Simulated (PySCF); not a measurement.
Compound: C5H8N (doublet state).
Structure used (GFN2-xTB), in Å, numbered top down from 1:
```xyz
14
C5H8N angstrom
C     -1.843    0.318   -0.262
N     -0.420    0.184   -0.289
C      0.466    1.174    0.065
C      1.699    0.615    0.357
C      1.609   -0.753    0.264
C      0.204   -1.106   -0.104
H     -2.262    0.108    0.733
H     -2.289   -0.381   -0.973
H     -2.120    1.332   -0.547
H      0.175    2.205    0.036
H      2.580    1.174    0.612
H      2.376   -1.481    0.430
H     -0.308   -1.688    0.685
H      0.133   -1.701   -1.030
```

Identity: `CN1C=C[CH]C1` [radical].

Computed with PySCF, UKS B3LYP, pcH-1 on C H N, non-relativistic, mean-field spin-orbit, GIAO. Isolated species at its GFN2-xTB geometry, gas phase. Couplings are sensitive to structure, and on GFN2-xTB geometries they can be far from those on DFT ones. Stability of the SCF solution: not tested.

Largest spin populations (Mulliken): C5 (+0.54), C3 (+0.47), C4 (-0.18) and N2 (+0.15). The angles at C5 add up to 360.0°, so it is planar.

Test a(H) = Q·ρ(C) for the protons on planar carbons with a spin population beyond ±0.08.

```json
{"H": "H10", "C": "C3", "ρ(C)": "+0.470", "a(H) (G)": "-11.71", "a/ρ (G)": "-24.9"}
{"H": "H11", "C": "C4", "ρ(C)": "-0.177", "a(H) (G)": "+2.39", "a/ρ (G)": "-13.5"}
{"H": "H12", "C": "C5", "ρ(C)": "+0.539", "a(H) (G)": "-12.90", "a/ρ (G)": "-24.0"}
```

A least-squares line through the origin gives Q = -23.7 G with Mulliken populations. In McConnell's picture π spin on carbon polarises the C–H bond and leaves opposite spin at the proton, which makes Q negative, as found here. Where ρ is negative the coupling is positive.

Leave H12 and its like out of the fit. How well does the relation then predict its coupling?

The other protons give Q = -23.5 G, so a = -23.5 × 0.539 ≈ -12.65 G, against the computed -12.90 G.

Couplings in gauss use g_iso = 2.0028.
